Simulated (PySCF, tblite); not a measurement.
Species: C4H4O2.
Numbering: `[O:1]=[C:2]([OH:3])[CH:4]1[CH:5]=[CH:6]1` (hydrogens: H7 on O3; H8 on C4; H9 on C5; H10 on C6)

Computed with GFN2-xTB (tblite), gas phase: Langevin dynamics at 600 K from the optimised GFN2-xTB geometry, time step 0.5 fs, friction 0.01 fs⁻¹, 2000 steps. Over the second half of the run the saved frames average 658 K.

Frame at 250 fs, instantaneous temperature 599 K:
```
atom  x, y, z in Å
O1      0.903    0.097   -1.298
C2      0.806   -0.174   -0.182
O3      1.875   -0.325    0.672
C4     -0.411   -0.241    0.657
C5     -1.814   -0.703    0.245
C6     -1.608    0.563    0.197
H7      2.747   -0.441    0.224
H8     -0.283   -0.406    1.674
H9     -2.430   -1.497   -0.148
H10    -2.230    1.540    0.151
```

Frame at 425 fs, instantaneous temperature 538 K:
```
atom  x, y, z in Å
O1      0.948    0.276   -1.061
C2      0.823   -0.187   -0.013
O3      1.754   -0.263    0.985
C4     -0.388   -0.738    0.532
C5     -1.542   -1.429   -0.175
C6     -1.751   -0.178    0.174
H7      2.634    0.142    0.728
H8     -0.376   -1.062    1.554
H9     -1.885   -2.314   -0.772
H10    -2.494    0.591   -0.013
```

Frame at 625 fs, instantaneous temperature 312 K:
```
atom  x, y, z in Å
O1      1.166   -0.305   -0.754
C2      0.888   -0.522    0.399
O3      1.670   -0.463    1.563
C4     -0.439   -0.861    0.882
C5     -1.127   -1.555   -0.302
C6     -1.454   -0.288    0.025
H7      2.569   -0.274    1.393
H8     -0.824   -1.248    1.821
H9     -0.851   -2.489   -0.802
H10    -2.018    0.573    0.071
```

Frame at 800 fs, instantaneous temperature 643 K:
```
atom  x, y, z in Å
O1      0.774   -0.135   -0.638
C2      0.648   -0.207    0.543
O3      1.740   -0.131    1.470
C4     -0.623   -0.353    1.254
C5     -1.751   -0.280    0.309
C6     -1.511    0.824    0.922
H7      2.480   -0.127    0.876
H8     -0.262   -0.922    2.161
H9     -2.512   -0.923   -0.051
H10    -1.696    1.842    0.942
```

Frame at 1000 fs, instantaneous temperature 775 K:
```
atom  x, y, z in Å
O1     -0.035    0.720   -1.036
C2     -0.202    0.458    0.096
O3      0.659    0.727    1.122
C4     -1.472   -0.236    0.665
C5     -2.664    0.664    1.078
C6     -2.195   -0.051    2.026
H7      1.583    1.029    1.083
H8     -1.498   -1.181    0.266
H9     -3.273    1.452    0.664
H10    -2.098   -0.361    3.053
```

Task: What do single points at PBE0/def2-SVPD (PySCF, gas phase, TDDFT, vertical, frozen core in the response) give on these frames?

Result: 
| t (fs) | GFN2-xTB E above start (eV) | DFT E above lowest frame (eV) | HOMO (eV) | LUMO (eV) | dipole (D) | S1 (eV) | f(S1) |
| --- | --- | --- | --- | --- | --- | --- | --- |
| 250 | 0.67 | 0.07 | -7.78 | -0.53 | 1.60 | 5.79 | 0.003 |
| 425 | 0.62 | 0.00 | -7.51 | -0.59 | 1.23 | 5.58 | 0.011 |
| 625 | 1.05 | 0.57 | -7.54 | -0.93 | 1.48 | 5.47 | 0.025 |
| 800 | 0.89 | 0.37 | -7.60 | -0.82 | 1.69 | 5.40 | 0.017 |
| 1000 | 0.85 | 0.34 | -7.46 | -0.42 | 2.46 | 5.58 | 0.014 |

Both levels order the frames alike by energy; measured from each level's lowest frame they differ by 0.14 eV at most. The HOMO–LUMO gap runs from 6.61 to 7.25 eV. These are instantaneous structures, not minima.

The cost below is that of the whole dynamics run. On Arm Neoverse V1, one thread, no GPU, on a shared host, this took 6.7 s and 0.18 GiB of memory at its peak.
